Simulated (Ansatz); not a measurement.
# How methods differ on H2O2 (hydrogen peroxide)

H2O2 has 4 atoms, charge 0, and is taken as a singlet. As SMILES, `OO`. The shape was relaxed beforehand at PBE0/def2-SVP.

Each level gives the adiabatic ionisation energy (to the doublet cation, shapes relaxed at PBE0/def2-SVP, no zero-point term) (eV). The values are calculated.

```json
{"level": "SVWN5/def2-TZVPP", "kind": "LDA", "program": "Ansatz", "value (eV)": "10.31"}
{"level": "BLYP/def2-TZVPP", "kind": "GGA", "program": "Ansatz", "value (eV)": "10.25"}
{"level": "PBE/def2-TZVPP", "kind": "GGA", "program": "Ansatz", "value (eV)": "10.20"}
{"level": "r2SCAN/def2-TZVPP", "kind": "meta-GGA", "program": "Ansatz", "value (eV)": "10.25"}
{"level": "B3LYP/def2-TZVPP", "kind": "global hybrid", "program": "Ansatz", "value (eV)": "10.47"}
{"level": "PBE0-D4/def2-TZVPP", "kind": "global hybrid", "program": "Ansatz", "value (eV)": "10.29"}
{"level": "CAM-B3LYP/def2-TZVPP", "kind": "range-separated hybrid", "program": "Ansatz", "value (eV)": "10.48"}
{"level": "B2PLYP/def2-TZVPP", "kind": "double hybrid", "program": "Ansatz", "value (eV)": "10.40"}
```

The values span 10.20 to 10.48 eV.
